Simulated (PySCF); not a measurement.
**NO₂⁺: one-bond stretch**

Method: r2SCAN in PySCF with N def2-TZVP, O def2-TZVP; no relativity; density-fitted integrals.

Rigid scan from the singlet minimum (N–O 1.118 Å (×2); O–N–O 180.0°). Coordinate: the bond from N to the last atom (O) scaled, the rest fixed. Energies in kJ/mol from the minimum.

(1) Predict the curve at 0.92, 0.96, 1.00, 1.05, 1.12, 1.20, 1.35, 1.55, 1.80, 2.20.

## Answers

(1) 
| scale of one bond | E (kJ/mol) | dipole size (D, about the centre of mass) |
| --- | --- | --- |
| 0.92 | 56.7 | 0.42 |
| 0.96 | 12.5 | 0.20 |
| 1.00 | 0.0 | 0.00 |
| 1.05 | 15.0 | 0.22 |
| 1.12 | 70.6 | 0.48 |
| 1.20 | 157.3 | 0.73 |
| 1.35 | 325.5 | 1.08 |
| 1.55 | 497.3 | – |
| 1.80 | 611.8 | – |
| 2.20 | 680.9 | – |

At long bonds a restricted determinant can lie too high, and another spin state can fall below this curve.

Other isomers or separated fragments may lie lower.
